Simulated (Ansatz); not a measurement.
**SiO2 (silicon dioxide molecule) at BHLYP/STO-3G**

What is the energy change on altering one bond length of SiO2 (silicon dioxide molecule) at BHLYP/STO-3G? 

Program for the calculation: Ansatz 0.2.0.

37 further runs of the same task are left out: 8 that didn't finish, 29 set aside as unsound or not needed.

## Step 1: The molecule

SiO2: 3 atoms, total charge 0, spin state singlet. SMILES: `O=[Si]=O`. Geometry: relaxed at GFN2-xTB.

Bond lengths: O1–Si2 1.491 Å, Si2–O3 1.491 Å. Angles: O1–Si2–O3 179.9°.

## Step 2: The energy at BHLYP/STO-3G

input.yaml

```yaml
crystal:
  periodic: [false, false, false]
  atoms:
    - symbol: O
      position_ang: [0.691230, 1.217290, 0.513740]
    - symbol: Si
      position_ang: [-0.000730, 0.000440, -0.000160]
    - symbol: O
      position_ang: [-0.690510, -1.217740, -0.513580]
basis:
  gaussian:
    orbitals: STO-3G
hamiltonian:
  xc: {name: BHLYP}
accuracy: high
```

Started as:

```console
$ ansatz run input.yaml --threads 1 --pin off --max-ram 2610MiB --events-out events.jsonl --progress --plain --runs-dir runs
```

What it wrote:

```text
Warning: RAYON_NUM_THREADS=1 ignored (pool sized by the plan → 1); use --threads N
Functional definition: BHLYP
  name "BHLYP"
  parameter a = 0.5
  exchange = (1 - a)*b88_x + a*exact_x
  correlation = lyp_c
324 factors; integrals over basis functions are off by at most 2.5e-8 eV
mean field evaluation 1: about -11810.5366 eV, gradient 4.4e1 eV
mean field evaluation 2: about -11805.9275 eV, gradient 6.0e1 eV
mean field evaluation 4: about -11817.9932 eV, gradient 7.4e-2 eV
mean field evaluation 8: about -11818.0145 eV, gradient 4.8e-3 eV
mean field evaluation 16: about -11818.0145 eV, gradient 4.3e-8 eV
mean field -11818.01454465 eV, -434.3040239778 hartree, gradient 4.3e-8 eV, S^2 0.000000; 0 other end points of the search recorded, 0 dependent functions left out
reference -11818.01455795 eV, -434.3040244668 hartree; 15, 15 occupied and 4, 4 virtual orbitals, 324 factors
Total energy: -11818.01455795 eV, -434.3040244668 hartree
```

Wall time 0.89 s (1 thread of AMD EPYC 7R43 (Zen 3), shared host); peak memory 0.1 GiB.

## Step 3: The distorted shape

run.yaml

```yaml
crystal:
  periodic: [false, false, false]
  atoms:
    - {symbol: O, position_ang: [0.864230, 1.521520, 0.642222]}
    - {symbol: Si, position_ang: [-0.000730, 0.000440, -0.000160]}
    - {symbol: O, position_ang: [-0.690510, -1.217740, -0.513580]}
basis:
  gaussian:
    orbitals: STO-3G
hamiltonian:
  xc: {name: BHLYP}
accuracy: high
```

Started as:

```console
$ ansatz run run.yaml --threads 1 --pin off --max-ram 2610MiB --events-out events.jsonl --progress --plain --runs-dir runs
```

What it wrote:

```text
Warning: RAYON_NUM_THREADS=1 ignored (pool sized by the plan → 1); use --threads N
[... 5 set-up lines as earlier in the session ...]
320 factors; integrals over basis functions are off by at most 1.5e-8 eV
mean field evaluation 1: about -11806.7883 eV, gradient 4.9e1 eV
mean field evaluation 2: about -11734.5014 eV, gradient 1.6e2 eV
mean field evaluation 4: about -11816.6013 eV, gradient 8.0e0 eV
mean field evaluation 8: about -11816.9433 eV, gradient 1.3e-1 eV
mean field evaluation 16: about -11816.9435 eV, gradient 2.5e-6 eV
mean field -11816.94347655 eV, -434.2646629512 hartree, gradient 9.4e-8 eV, S^2 0.000000; 0 other end points of the search recorded, 0 dependent functions left out
reference -11816.94349017 eV, -434.2646634517 hartree; 15, 15 occupied and 4, 4 virtual orbitals, 320 factors
Total energy: -11816.94349017 eV, -434.2646634517 hartree
```

Wall time 0.89 s (1 thread of AMD EPYC 7R43 (Zen 3), shared host); peak memory 0.1 GiB.

## Step 4: Outcome

Level: BHLYP/STO-3G.

| quantity | value |
| --- | --- |
| first shape: total energy | -434.30402 Eh |
| distorted shape: total energy | -434.26466 Eh |
| energy change with the O1–Si2 bond stretched from 1.491 to 1.864 Å | 1.071 eV |

**Reading.** With the O1–Si2 bond stretched from 1.491 to 1.864 Å the energy rises by 1.07 eV (25 kcal/mol). The first shape isn't relaxed at this level, so the change isn't measured from a minimum. The minimal basis adds a large error of its own.
